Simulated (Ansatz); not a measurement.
**CH2SSi: one structure at several levels**

The task here is to estimate one member of a computed series from the others.

Program: Ansatz 0.2.0, Gaussian basis. Level of theory: single points in def2-TZVPP. These are calculated values, not measurements.

Correlated methods freeze the cores.

1 further run of the same task is left out (it didn't finish).

### Where the work starts

5 atoms, charge 0, spin multiplicity 1.

Atoms are counted from 1 here; the program's logs count them from 0.

Bond lengths: Si1–C2 1.742 Å, Si1–H4 1.515 Å, C2–S3 1.798 Å, S3–H5 1.340 Å. Angles: C2–Si1–H4 172.2°, Si1–C2–S3 117.6°, C2–S3–H5 92.2°.

Geometry (Å):

```
Si   -1.30711   -0.00104   -0.54773
C     0.08501    0.53242    0.35349
S     1.54004   -0.52333    0.33903
H    -2.62925   -0.36198   -1.19288
H     2.25023    0.35788    1.05627
```

The first run:

The input, run/in.yaml:

```yaml
crystal:
  periodic: [false, false, false]
  atoms:
    - {symbol: Si, position_ang: [-1.307108, -0.001042, -0.547729]}
    - {symbol: C, position_ang: [0.085006, 0.532422, 0.353487]}
    - {symbol: S, position_ang: [1.540043, -0.523329, 0.339031]}
    - {symbol: H, position_ang: [-2.629248, -0.361978, -1.192883]}
    - {symbol: H, position_ang: [2.250235, 0.357883, 1.056274]}
basis:
  gaussian: {orbitals: def2-TZVPP}
hamiltonian: {xc: pbe, dispersion: d4}
output: {forces: true}
```

Command:

```
> ansatz run in.yaml --threads 2 --pin off --events-out ev --progress --plain --max-ram 3481MiB
```

Steps of the session up to this table: PBE-D4/def2-TZVPP; r2SCAN-D4/def2-TZVPP; PBE0-D4/def2-TZVPP; wB97M-V/def2-TZVPP; CCSD(T)/def2-TZVPP.

One of the session's tables, all rows but one given; the rest of the session is left out.

```
   method  RMS force component (eV/Å)  angle to CCSD(T) forces (°)  dipole (D)
   PBE-D4                       0.834                         16.2        1.78
r2SCAN-D4                       0.930                         12.0        1.94
  PBE0-D4                       1.020                         13.7        2.17
  wB97M-V                           ?                            ?           ?
  CCSD(T)                       0.806                    reference        1.89
```

Q: Estimate the row for wB97M-V from the others.

The run gave: RMS force component (eV/Å): 1.097; angle to CCSD(T) forces (°): 12.9; dipole (D): 2.45. In the column «RMS force component (eV/Å)» it is the highest.

Limits of these values: The reference is not at the basis limit: in triple zeta CCSD(T) underbinds, which counts against methods that bind more; the gaps are no ranking. The T1 diagnostic is large here, over the usual mark for main-group molecules (transition-metal compounds often pass it harmlessly), so CCSD(T) itself may be off.
